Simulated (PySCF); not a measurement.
Compound: PO3 (charge -1).
Numbering: `[O:1]=[P:2](=[O:3])[O-:4]`

Level: PBE0/pcSseg-1 in PySCF, non-relativistic, on one gas-phase PBE0-D3(BJ)/def2-SVP geometry that isn't relaxed in the solvent. The solvent is an IEF-PCM continuum (Bondi radii, 1.10 Å for H, scaled by 1.2). The model holds no explicit solvent molecules, cavitation or dispersion.

```
run  E − E(gas) (kJ/mol)  HOMO (eV)  HOMO–LUMO gap (eV)
gas                 0.00      -1.88                7.38
  P              -209.64      -6.07                7.55
  Q              -230.81      -6.48                7.58
```

**Question.** The runs were made in chloroform and tetrahydrofuran. Which run belongs to which solvent?

**Answer.** P = chloroform, Q = tetrahydrofuran. The dielectric constants are 4.711 (chloroform), 7.426 (tetrahydrofuran), and the energy falls further as ε rises. In this model the ground state sees the solvent through ε alone.

**Question.** How constant is the ratio of the lowering to 1 − 1/ε?

**Answer.** 
| solvent | 1 − 1/ε | E − E(gas) (kJ/mol) | ratio (kJ/mol) | polarisation term (kJ/mol) |
| --- | --- | --- | --- | --- |
| chloroform | 0.788 | -209.64 | -266.1 | -210.04 |
| tetrahydrofuran | 0.865 | -230.81 | -266.7 | -231.35 |

The ratio changes by +0.2 % in size from chloroform to tetrahydrofuran. The polarisation term is half the interaction of the solute with the induced surface charges.
